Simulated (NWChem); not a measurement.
## Correlation energy of F

```
F
```
Charge 0, spin multiplicity 2.

Program: NWChem.

Basis set: 3-21G. Each correlation energy counts from its own Hartree-Fock reference.

The correlated methods keep 1 core orbital frozen. The stability of the SCF solutions was not checked. Open-shell Hartree-Fock references start from PBE0 orbitals. No row is a measurement; the coupled-cluster row has its own basis-set and correlation limits.

| method | correlation energy (mHa) |
|---|---|
| UMP2 | … |
| SCS-UMP2 | … |
| CCSD on UHF | -83.3 |
| CCSD[T] on UHF | -83.3 |
| CCSD(T) on UHF | -83.3 |
| CCSD on ROHF | -83.6 |
| CCSD[T] on ROHF | -83.7 |
| CCSD(T) on ROHF | -83.7 |
| CCSDT on ROHF | -83.7 |

Q: Fill in the missing entries.

A: 
- UMP2, correlation energy (mHa): -78.4
- SCS-UMP2, correlation energy (mHa): -76.6
